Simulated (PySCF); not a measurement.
# Indirect couplings

Bonds (- single, = double, # triple, : aromatic): C1#C2 1.250 Å, C2-C3 1.462 Å. C3 carries H4, H5, H6. Formal charges: C1 -1.

Total charge -1.

Indirect spin–spin couplings were computed at B3LYP/pcJ-1 (PySCF 2.14.0 with density-fitted response routines) on a PBE0-D3(BJ)/def2-SVP structure, for the isolated molecule, without vibrational or relativistic corrections. Couplings are averaged over pairs made equivalent by symmetry, fast rotation or ring inversion, so a value needn't be that of the named pair in this geometry, while other rotamers aren't included; one pair stands for each set, and the list holds those of at least 0.8 Hz over up to four bonds.

Isotopes: 13C, 1H.

```
  pair  bonds  J (Hz)
C1, C2      1    57.3
C2, C3      1       ?
C3, H4      1   126.8
C1, C3      2       ?
C2, H4      2    -7.2
H4, H5      2   -15.7
C1, H4      3     3.6
```

**Question.** Estimate the withheld couplings, with signs.

**Answer.** 
- 1J(C2,C3) = 63.0 Hz (bond length 1.462 Å)
- 2J(C1,C3) = -8.9 Hz (angle at C2 180°)
